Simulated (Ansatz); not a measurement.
Results of PBE+SOC (Ansatz, a first-principles code, plane waves, PAW) for rhombohedral A7 Bi.

Numerical settings: plane-wave cutoff 520 eV, 16×16×16 k mesh, Fermi–Dirac smearing 0.05 eV, PAW data made under PBE.

Energies at three volumes about the minimum:

```tsv
V (Å³/atom)	E − E_lowest (meV/atom)
37.567	1.14
38.334	0.00
39.101	0.96
```

**Question.** Fit a parabola by hand: where is the minimum, and what is the bulk modulus?

**Answer.** Slopes: (0.00 − 1.14)/(38.334 − 37.567) = -1.486 and (0.96 − 0.00)/(39.101 − 38.334) = 1.252 meV/Å³. Curvature E″ = 2 × (1.252 − (-1.486))/(39.101 − 37.567) = 3.570 meV/Å⁶. From the middle of the first interval, the slope vanishes at V0 = 37.9505 − (-1.486)/3.570 = 38.367 Å³/atom. B = V0 E″ = 38.367 × 3.570 meV/Å³ × 0.1602 GPa per meV/Å³ = 21.9 GPa. The full Birch–Murnaghan fit to all volumes gives V0 = 38.346 Å³/atom and B0 = 21.8 GPa.

Shape and atoms are relaxed at each volume.

Measured, for comparison: bulk modulus 32.1 GPa, equilibrium volume per atom 35.13 Å³/atom (copied from a table, unchecked, extrapolated to 0 K and zero-point effects removed; as tabulated in Lejaeghere et al. (2013), arXiv:1204.2733). Computed less measured: bulk modulus not scored (unchecked), equilibrium volume per atom not scored (unchecked).

Note: the cell comes from a level without a dispersion term, which matters for the spacing of layers, chains or molecules.
